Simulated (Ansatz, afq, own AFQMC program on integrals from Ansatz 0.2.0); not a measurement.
**Where AFQMC and coupled cluster stand for GeH3O, doublet**

```yaml
atoms:
  - { symbol: Ge, position_ang: [-0.0327, -0.0154, 0.3241] }
  - { symbol: O, position_ang: [0.0831, 0.1084, -1.4537] }
  - { symbol: H, position_ang: [0.7538, -1.2737, 0.7958] }
  - { symbol: H, position_ang: [0.6218, 1.2916, 0.8261] }
  - { symbol: H, position_ang: [-0.3381, -0.6283, -1.9028] }
```

Connectivity, by distances: GeH2–OH.

Basis cc-pVDZ. Noble-gas cores (and the filled d shells of Ga–Kr and In–Xe) are frozen. Integrals, coupled cluster, full CI and functionals: Ansatz 0.2.0; the random walks run on the same integrals in our own AFQMC program. ph-AFQMC/CISD is guided by a CISD state made of CCSD amplitudes; releasing the constraint for a short imaginary time cuts its bias at the price of noise, slowly where states lie close. Free projection: walkers drawn from exp(T), propagated without any constraint. Its projection time is finite, and what remains of the start isn't in its error. Error bars are statistical, one sigma. No spin–orbit coupling.

Determinant: UHF, the one that the program's search chose, which needn't be the lowest solution. The geometry is a point of a scan.

No full CI on the walks' own integrals is used here. The released AFQMC energy serves as the reference, which it does only where one determinant dominates, the energy is flat over the last release times and near the phaseless one (40 meV or 2 meV an electron, half that with transition metals). On small molecules, where full CI could be run and the noise was under 10 meV, such values lay within 10 meV of it in 19 cases of 20, a flattering rate, since the rule was set on those same cases; what remains of the bias isn't in the error bar.

Cautions: no relativity below Rb; no spin-orbit coupling; inner d shell frozen; the released value is read at 0.99 1/Eh with a noise of 14 meV, more than in the cases checked, later times being too noisy (meV from the phaseless value at times in 1/Eh: -12 ± 16 at 0.24, 9 ± 12 at 0.51, 5 ± 14 at 0.99, -6 ± 24 at 1.62, 20 ± 21 at 2.40).

```
T1 diagnostic                               : 0.0170
weight of the determinant in the CISD state : 0.892
⟨S²⟩ of the determinant                     : 0.754
size of the correlated space                : 13 electrons in 41 orbitals
```

| level | correlation energy (eV) |
| --- | --- |
| MP2 | -7.5014 |
| CCSD | -8.1165 |
| CCSD(T) | -8.2945 |

Task: Estimate where phaseless AFQMC with the Hartree–Fock trial lies against CCSD(T) on the same integrals.

Result: 1.75 ± 2.53 mEh below CCSD(T). The gap is under twice the noise, so this walk alone can't tell the two apart.

Reference: AFQMC with the constraint released, correlation energy -8.334 ± 0.014 eV.

```
        level  E − E(reference) (mEh)  share of correlation (%)
      CCSD(T)             1.45 ± 0.52                     99.53
  ph-AFQMC/HF            -0.30 ± 2.58                    100.10
ph-AFQMC/CISD            -0.18 ± 0.65                    100.06
   free AFQMC            -0.44 ± 1.00                    100.14
```

Free projections are given only where their last times agree within the noise and don't stop above the reference; a slow remainder of the start can still hide under it. Released energies are given only where the last usable release times agree within the noise; a slower fall can still hide under it.
